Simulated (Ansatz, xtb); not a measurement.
# C3H6F2: which of these isomers lies lowest?

2 of its isomers, all singlets with charge 0: A = `CC(F)CF`; B = 1,3-difluoropropane `FCCCF`.

Shapes, held fixed at every level: PBE0-D4/def2-TZVP. Flexible molecules stand in one conformer, not always the lowest. Programs: Ansatz 0.2.0, xtb 6.7.1.

Electronic energies in kJ/mol, without zero-point or thermal terms.

Q: From chemical knowledge, estimate the order of stability.

A: A < B in rising energy, over a span of 12 kJ/mol, by CCSD(T)/CBS estimate. All levels agree on that. The B − A difference spans +4.4 to +12.6 kJ/mol over the levels. The CBS estimate extrapolates MP2 from def2-TZVPP and def2-QZVPP and adds CCSD(T) − MP2 in the triple-zeta set, cores frozen.

```csv
level,kind,B − A
GFN0-xTB,semi-empirical,+4.4
HF/def2-TZVPP,Hartree–Fock,+9.5
B3LYP-D4/def2-TZVPP,global hybrid,+11.2
wB97M-V/def2-TZVPP,range-separated hybrid,+12.6
B2PLYP/def2-TZVPP,double hybrid,+11.1
MP2/def2-TZVPP,perturbation theory,+11.4
CCSD(T)/def2-TZVPP,coupled cluster or CI,+11.3
CCSD(T)/CBS estimate,coupled cluster or CI,+11.6
```
